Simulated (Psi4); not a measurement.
Psi4 input (wB97X-D/6-311+G**):

```
memory 1500 MB

molecule {
0 1
S    -0.00000000   -0.00000000   -1.55270816
C     0.00000000    0.00000000    0.00000000
S     0.00000000    0.00000000    1.55270816
symmetry c1
no_reorient
no_com
}

set {
  basis 6-311+G**
  reference rks
  scf_type pk
  dft_radial_points 99
  dft_spherical_points 590
  e_convergence 1e-8
  d_convergence 1e-7
  maxiter 150
}

e = energy('wb97x-d')
print_out(f'\nFINAL {e:.10f} DIPOLE {variable("CURRENT DIPOLE")[0]:.6f} {variable("CURRENT DIPOLE")[1]:.6f} {variable("CURRENT DIPOLE")[2]:.6f}\n')
```

Output:

```
   => Loading Basis Set <=

    Name: 6-311+G**
    Role: ORBITAL
    Keyword: BASIS
    atoms 1, 3 entry S          line   429 file 6-311pgss.gbs
    atoms 2    entry C          line   129 file 6-311pgss.gbs

   => WB97X-D: Empirical Dispersion <=

    Chai and Head-Gordon Dispersion Correction
    Chai, J.-D.; Head-Gordon, M. (2010), J. Chem. Phys., 132: 6615-6620

        s6 =       1.000000

         ---------------------------------------------------------
                                   SCF
               by Justin Turney, Rob Parrish, Andy Simmonett
                          and Daniel G. A. Smith
                              RKS Reference
         ---------------------------------------------------------

  ==> Geometry <==

    Molecular point group: c1
    Full point group: D_inf_h

    Geometry (in Angstrom), charge = 0, multiplicity = 1:

       Center              X                  Y                   Z               Mass
    ------------   -----------------  -----------------  -----------------  -----------------
         S            0.000000000000     0.000000000000    -1.552708160000    31.972071174400
         C            0.000000000000     0.000000000000     0.000000000000    12.000000000000
         S            0.000000000000     0.000000000000     1.552708160000    31.972071174400

  Running in c1 symmetry.

  Rotational constants: A = ************  B =      0.10935  C =      0.10935 [cm^-1]
  Rotational constants: A = ************  B =   3278.20993  C =   3278.20993 [MHz]
  Nuclear repulsion =  109.058940872958388

  Charge       = 0
  Multiplicity = 1
  Electrons    = 38
  Nalpha       = 19
  Nbeta        = 19

  ==> Algorithm <==

  SCF Algorithm Type is PK.
  DIIS enabled.
  MOM disabled.
  Fractional occupation disabled.
  Guess Type is SAD.
  Energy threshold   = 1.00e-08
  Density threshold  = 1.00e-07
  Integral threshold = 1.00e-12

  ==> Primary Basis <==

  Basis Set: 6-311+G**
    Blend: 6-311+G**
    Number of shells: 38
    Number of basis functions: 82
    Number of Cartesian functions: 85
    Spherical Harmonics?: true
    Max angular momentum: 2

  ==> DFT Potential <==

   => LibXC <=

    Version 7.1.2
    S. Lehtola, C. Steigemann, M. J. T. Oliveira, and M. A. L. Marques,  SoftwareX 7, 1–5 (2018) (10.1016/j.softx.2017.11.002)

   => Composite Functional: WB97X-D <=

    wB97X-D Hyb-GGA Exchange-Correlation Functional

    J.-D. Chai and M. Head-Gordon,  Phys. Chem. Chem. Phys. 10, 6615–6620 (2008) (10.1039/B810189B)

    Deriv               =              1
    GGA                 =           TRUE
    Meta                =          FALSE

    Exchange Hybrid     =           TRUE
    MP2 Hybrid          =          FALSE

   => Exchange-Correlation Functionals <=

    1.0000   wB97X-D range-separated functional

   => Exact (HF) Exchange <=

    0.7780            HF,LR [omega = 0.2000]
    0.2220               HF

   => LibXC Density Thresholds  <==

    XC_HYB_GGA_XC_WB97X_D:  1.00E-14

   => Molecular Quadrature <=

    Radial Scheme          =       TREUTLER
    Pruning Scheme         =           NONE
    Nuclear Scheme         =       TREUTLER

    Blocking Scheme        =         OCTREE
    BS radius alpha        =              1
    Pruning alpha          =              1
    Radial Points          =             99
    Spherical Points       =            590
    Total Points           =         169886
    Total Blocks           =           1363
    Max Points             =            256
    Max Functions          =             75
    Weights Tolerance      =       1.00E-15

  ==> Integral Setup <==

  Using in-core PK algorithm.
   Calculation information:
      Number of atoms:                   3
      Number of AO shells:              38
      Number of primitives:             69
      Number of atomic orbitals:        85
      Number of basis functions:        82

      Integral cutoff                 1.00e-12
      Number of threads:                 1

  Performing in-core PK
  Using 17375718 doubles for integral storage.
  We computed 243686 shell quartets total.
  Whereas there are 274911 unique shell quartets.

  Computing range-separated integrals for PK
  We computed 243686 wK shell quartets total.
  Whereas there are 274911 wK unique shell quartets.

  ==> DiskJK: Disk-Based J/K Matrices <==

    J tasked:                  Yes
    K tasked:                  Yes
    wK tasked:                 Yes
    Omega:               2.000E-01
    Schwarz Cutoff:          1E-12


  Cached 100.0% of DFT collocation blocks in 0.311 [GiB].

  Minimum eigenvalue in the overlap matrix is 1.0212029469E-04.
  Reciprocal condition number of the overlap matrix is 1.6682756558E-05.
    Using symmetric orthogonalization.

  ==> Pre-Iterations <==

  SCF Guess: Superposition of Atomic Densities via on-the-fly atomic UHF (no occupation information).

   -------------------------
    Irrep   Nso     Nmo
   -------------------------
     A         82      82
   -------------------------
    Total      82      82
   -------------------------

  ==> Iterations <==

                        Total Energy        Delta E     RMS |[F,P]|

   @RKS iter SAD:  -834.12238082657200   -8.34122e+02   0.00000e+00
   @RKS iter   1:  -834.44791169781934   -3.25531e-01   5.60790e-03 ADIIS/DIIS
   @RKS iter   2:  -834.47126883252849   -2.33571e-02   2.82529e-03 ADIIS/DIIS
   @RKS iter   3:  -834.48242683939350   -1.11580e-02   1.13157e-03 ADIIS/DIIS
   @RKS iter   4:  -834.48657801409104   -4.15117e-03   9.31306e-05 DIIS
   @RKS iter   5:  -834.48662874808258   -5.07340e-05   2.13899e-05 DIIS
   @RKS iter   6:  -834.48663098640793   -2.23833e-06   4.60273e-06 DIIS
   @RKS iter   7:  -834.48663110187158   -1.15464e-07   5.00750e-07 DIIS
   @RKS iter   8:  -834.48663110338384   -1.51226e-09   9.63082e-08 DIIS
  Energy and wave function converged.

  ==> Post-Iterations <==

   Electrons on quadrature grid:
      Ntotal   =   37.9999999016 ; deviation = -9.843e-08

    Orbital Energies [Eh]
    ---------------------

    Doubly Occupied:

       1A    -89.050550     2A    -89.050549     3A    -10.422282
       4A     -8.092863     5A     -8.092797     6A     -6.040903
       7A     -6.040901     8A     -6.035500     9A     -6.035500
      10A     -6.035498    11A     -6.035498    12A     -0.970662
      13A     -0.876661    14A     -0.600958    15A     -0.519575
      16A     -0.484390    17A     -0.484390    18A     -0.352436
      19A     -0.352436

    Virtual:

      20A     -0.011559    21A     -0.011559    22A      0.060626
      23A      0.077761    24A      0.086145    25A      0.093300
      26A      0.093300    27A      0.119940    28A      0.119940
      29A      0.131389    30A      0.156388    31A      0.190288
      32A      0.190288    33A      0.213121    34A      0.220869
      35A      0.284004    36A      0.374196    37A      0.374196
      38A      0.391596    39A      0.411296    40A      0.411296
      41A      0.539243    42A      0.645231    43A      0.646953
      44A      0.646953    45A      0.707541    46A      0.707541
      47A      0.807961    48A      0.807963    49A      0.833059
      50A      0.833062    51A      0.867661    52A      0.878999
      53A      0.883174    54A      1.000546    55A      1.000546
      56A      1.121222    57A      1.367572    58A      1.367573
      59A      1.384264    60A      1.696307    61A      1.696307
      62A      1.745427    63A      1.745427    64A      1.818167
      65A      1.873171    66A      1.873171    67A      2.117490
      68A      2.599518    69A      2.803290    70A      2.803290
      71A      3.374410    72A      7.917639    73A      8.037179
      74A     17.397270    75A     17.397270    76A     17.400345
      77A     17.400345    78A     17.683118    79A     17.685097
      80A     23.548538    81A    189.178490    82A    189.293768

    Final Occupation by Irrep:
              A
    DOCC [    19 ]
    NA   [    19 ]
    NB   [    19 ]

  @RKS Final Energy:  -834.48663110338384

   => Energetics <=

    Nuclear Repulsion Energy =            109.0589408729583880
    One-Electron Energy =               -1367.5639114739497018
    Two-Electron Energy =                 465.2829853290734263
    DFT Exchange-Correlation Energy =     -41.2644986893809858
    Empirical Dispersion Energy =          -0.0001471420849217
    VV10 Nonlocal Energy =                  0.0000000000000000
    Total Energy =                       -834.4866311033837292

Computation Completed

Properties will be evaluated at   0.000000,   0.000000,   0.000000 [a0]

Properties computed using the SCF density matrix

 Multipole Moments:

 ------------------------------------------------------------------------------------
     Multipole            Electronic (a.u.)      Nuclear  (a.u.)        Total (a.u.)
 ------------------------------------------------------------------------------------

 L = 1.  Multiply by 2.5417464519 to convert [e a0] to [Debye]
 Dipole X            :         -0.0000000            0.0000000           -0.0000000
 Dipole Y            :          0.0000000            0.0000000            0.0000000
 Dipole Z            :          0.0000000            0.0000000            0.0000000
 Magnitude           :                                                    0.0000000

 ------------------------------------------------------------------------------------

FINAL -834.4866311034 DIPOLE -0.000000 0.000000 0.000000

*** Psi4 exiting successfully. Buy a developer a beer!
```
